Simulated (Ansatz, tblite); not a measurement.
# The cluster MgSe2: a ladder of methods and basis sets

An exercise on one series of results from a longer session: the logs are not shown, and one member is left open.

Method: as each input shows; program: Ansatz 0.2.0, Gaussian basis.

The runs, in order: GFN1-xTB, GFN2-xTB, PBE-D4/def2-TZVP, r2SCAN-D4/def2-TZVP, BHLYP-D4/def2-TZVP, PBE-QIDH/def2-TZVP, BLYP-D4/def2-TZVP, HF/def2-TZVP, CAM-B3LYP-D4/def2-TZVP, PBE-D4/def2-SVP, PBE0-D4/def2-SVP, HF/STO-3G, HF/6-31G, B3LYP-D4/6-31G, PBE0-D4/def2-TZVPD, PBE-D4/def2-TZVPD, r2SCAN-D4/def2-TZVPD, CCSD(T)/def2-TZVPP, MP2/def2-TZVP, RPA/def2-TZVP.

## The relaxed structure

The singlet was relaxed beforehand with PBE-D4/def2-TZVP. At that level it is the lowest of the isomers that a small search found.

3 atoms, charge 0, spin multiplicity 1.

Bond lengths: Mg1–Se2 2.384 Å, Mg1–Se3 2.384 Å, Se2–Se3 2.583 Å. Angles: Se2–Mg1–Se3 65.6°, Mg1–Se2–Se3 57.2°, Mg1–Se3–Se2 57.2°.

PBE0-D4/def2-TZVP was run before; its log isn't repeated, and its numbers join the tables.

Set-up of the first run:

Tight binding, by tblite at 300 K electronic temperature and without a spin-polarisation term:

```python
tblite.interface.Calculator('GFN1-xTB', numbers, positions, charge=0, uhf=0).singlepoint()
```

Tight binding, by tblite at 300 K electronic temperature and without a spin-polarisation term:

```python
tblite.interface.Calculator('GFN2-xTB', numbers, positions, charge=0, uhf=0).singlepoint()
```

start.molden holds the orbitals of an earlier run on this state, given as this run's starting guess.

Contents of in.yaml:

```yaml
crystal:
  periodic: [false, false, false]
  atoms:
    - {symbol: Mg, position_ang: [0.031397, 0.928016, 0.960105]}
    - {symbol: Se, position_ang: [0.140172, 0.455211, -1.373665]}
    - {symbol: Se, position_ang: [-0.171570, -1.383227, 0.413570]}
basis:
  gaussian: {orbitals: def2-TZVP, initial_orbitals: start.molden}
hamiltonian: {xc: pbe, dispersion: d4}
scf: {omitted_lower_state_checks: [starts]}
output: {orbitals: {seedname: orbitals}}
```

On the command line:

```sh
$ ansatz run in.yaml --threads 4 --pin off --events-out ev --progress --plain --max-ram 3916MiB
```

Steps of the session up to this table: PBE-D4/def2-TZVP; r2SCAN-D4/def2-TZVP; BHLYP-D4/def2-TZVP; PBE-QIDH/def2-TZVP; BLYP-D4/def2-TZVP; HF/def2-TZVP; CAM-B3LYP-D4/def2-TZVP; PBE-D4/def2-SVP; PBE0-D4/def2-SVP; HF/STO-3G; HF/6-31G; B3LYP-D4/6-31G; PBE0-D4/def2-TZVPD; PBE-D4/def2-TZVPD; r2SCAN-D4/def2-TZVPD; CCSD(T)/def2-TZVPP; MP2/def2-TZVP; RPA/def2-TZVP.

One table of the session follows, with a row left open; its other results are not shown here.

It belongs to the step «Levels side by side». 

```
                 level  HOMO (eV)  gap (eV)
             HF/STO-3G      -3.87      8.32
              HF/6-31G      -7.76      6.00
          HF/def2-TZVP      -7.56      6.05
       PBE-D4/def2-SVP      -4.19      0.06
      PBE-D4/def2-TZVP          ?         ?
     PBE-D4/def2-TZVPD      -4.38      0.20
     BLYP-D4/def2-TZVP      -4.19      0.05
   r2SCAN-D4/def2-TZVP      -4.49      0.63
  r2SCAN-D4/def2-TZVPD      -4.52      0.64
        B3LYP-D4/6-31G      -5.16      1.14
      PBE0-D4/def2-SVP      -5.23      1.67
     PBE0-D4/def2-TZVP      -5.33      1.77
    PBE0-D4/def2-TZVPD      -5.36      1.78
    BHLYP-D4/def2-TZVP      -6.20      3.13
CAM-B3LYP-D4/def2-TZVP      -6.53      3.66
```

Q: Estimate the row for PBE-D4/def2-TZVP from the others.

The run gave: HOMO (eV): -4.34; gap (eV): 0.18. In the column «HOMO (eV)» it lies between PBE-D4/def2-TZVPD (-4.38) and PBE-D4/def2-SVP (-4.19).
